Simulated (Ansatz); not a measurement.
# Strength of the C–H bond: CH2O2 → CHO2 + H

Species: CH2O2 (formic acid) `O=CO`, singlet; CHO2 `O=[C]O`, doublet; H atom, doublet. 

Shapes, held fixed at every level: PBE0-D4/def2-TZVP. Flexible molecules stand in one conformer, not always the lowest. Programs: Ansatz 0.2.0. The zero-point and thermal change to 298 K, harmonic and unscaled (PBE0-D4/def2-TZVP), is -28.3 kJ/mol.

```json
{"level": "HF/def2-SVP", "kind": "Hartree–Fock", "ΔH(298 K) (kJ/mol)": "+330.6", "less CCSD(T)/CBS estimate": "-91.3"}
{"level": "PBE-D4/def2-TZVPP", "kind": "GGA", "ΔH(298 K) (kJ/mol)": "+398.2", "less CCSD(T)/CBS estimate": "-23.7"}
{"level": "r2SCAN-D4/def2-TZVPP", "kind": "meta-GGA", "ΔH(298 K) (kJ/mol)": "+400.3", "less CCSD(T)/CBS estimate": "-21.6"}
{"level": "wB97M-V/def2-TZVPP", "kind": "range-separated hybrid", "ΔH(298 K) (kJ/mol)": "+418.4", "less CCSD(T)/CBS estimate": "-3.5"}
{"level": "MP2/def2-SVP", "kind": "perturbation theory", "ΔH(298 K) (kJ/mol)": "+395.2", "less CCSD(T)/CBS estimate": "-26.7"}
{"level": "CCSD(T)/def2-TZVPP", "kind": "coupled cluster or CI", "ΔH(298 K) (kJ/mol)": "+414.0", "less CCSD(T)/CBS estimate": "-7.9"}
{"level": "CCSD/def2-TZVPP", "kind": "coupled cluster or CI", "ΔH(298 K) (kJ/mol)": "+414.4", "less CCSD(T)/CBS estimate": "-7.5"}
{"level": "CCSD(T)/CBS estimate", "kind": "coupled cluster or CI", "ΔH(298 K) (kJ/mol)": "+421.9", "less CCSD(T)/CBS estimate": "0.0"}
```

The highest level, CCSD(T)/CBS estimate, gives ΔH(298 K) = +421.9 kJ/mol; the levels span +330.6 to +421.9. The column of differences is taken from that level and isn't an error. Hartree–Fock misses the correlation of the pair that is broken and comes out low. No measured value is set beside it here. Open shells run unrestricted unless RO is named. The CBS estimate extrapolates MP2 from def2-TZVPP and def2-QZVPP and adds CCSD(T) − MP2 in the triple-zeta set, cores frozen.
